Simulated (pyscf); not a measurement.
**Routes from O=GeH–OH (SMILES [O]=[GeH][OH])**

Candidate steps break at most two bonds and form at most two. Each was searched with GFN2-xTB (tblite) first. PySCF, gas phase, ωB97X-D3(BJ)/def2-SVP geometries. Energies: ωB97M-D3(BJ)/def2-TZVP, kJ/mol, from the reactant's lowest minimum found, singlet surface; ΔG‡ with ideal gas, 1 atm, RRHO with modes under 100 cm⁻¹ raised to 100, one conformer, R ln 2 for chiral ones without a mode under 150 cm⁻¹.

```
products                          type    ΔE‡      ΔE  ΔG‡ 298 K  ΔG‡ 900 K  ν‡ (cm⁻¹)
---------------------  ---------------  -----  ------  ---------  ---------  ---------
HO–Ge:–OH [singlet]     hydrogen shift  203.4  -178.7      191.0      184.1      1401i
O=Ge: [singlet] + H₂O  1,1-elimination  206.6   -19.6      193.4      187.1      1536i
O=Ge=O + H₂                elimination  299.8  +196.1      284.4      288.5      1658i
```

Row 2: On the product side the descent ends in a bound adduct, 40.9 kJ/mol under the separated species and 256.5 kJ/mol under the saddle at ωB97X-D3(BJ)/def2-TZVP. Row 3: On the reactant side the descent ends in a point that may be a rotor saddle (no frequency run), 14.1 kJ/mol over the lowest minimum found and 289.0 kJ/mol under the saddle at ωB97X-D3(BJ)/def2-TZVP. 

Plain bond fissions and candidates not yet searched are not listed, and one of them may be faster. Each barrier is that of the saddle found; lower ones may exist. One closed-shell reference is unstable to symmetry breaking; treat the single-reference values with care. Elements up to Kr have no core potential and no relativistic terms here.
